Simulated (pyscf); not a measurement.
`[CH3][CH2][O][Bi]([OH])[OH]` → `[OH][Bi]([OH])[OH]` + `[CH2]=[CH2]` (elimination; singlet surface; C–O, C–H broken, H–O formed). PySCF, gas phase, ωB97X-D3(BJ)/def2-SVP geometries. Energies in kcal/mol from the reactant's lowest minimum found.

```json
[
 {"level": "ωB97X-D3(BJ)/def2-TZVP", "barrier": "70.6", "reaction energy": "+20.1"},
 {"level": "r²SCAN/def2-TZVP", "barrier": "62.8", "reaction energy": "+18.3"},
 {"level": "B3LYP-D3(BJ)/def2-TZVP", "barrier": "64.6", "reaction energy": "+16.5"},
 {"level": "M06-2X/def2-TZVP", "barrier": "___", "reaction energy": "___"},
 {"level": "ωB97M-D3(BJ)/def2-TZVP", "barrier": "___", "reaction energy": "+16.6"},
 {"level": "HF/def2-TZVP", "barrier": "84.0", "reaction energy": "+10.7"}
]
```

Q: What belongs in the gaps?

A: 
- M06-2X/def2-TZVP, barrier: 69.2
- M06-2X/def2-TZVP, reaction energy: +18.5
- ωB97M-D3(BJ)/def2-TZVP, barrier: 67.1

The functionals in the table span 7.8 kcal/mol in this barrier, from r²SCAN to ωB97X-D3(BJ)/def2-TZVP. This is the saddle that the search found; another between the same sides may lie lower. Elements past Kr carry the def2 core potentials, without spin-orbit coupling.
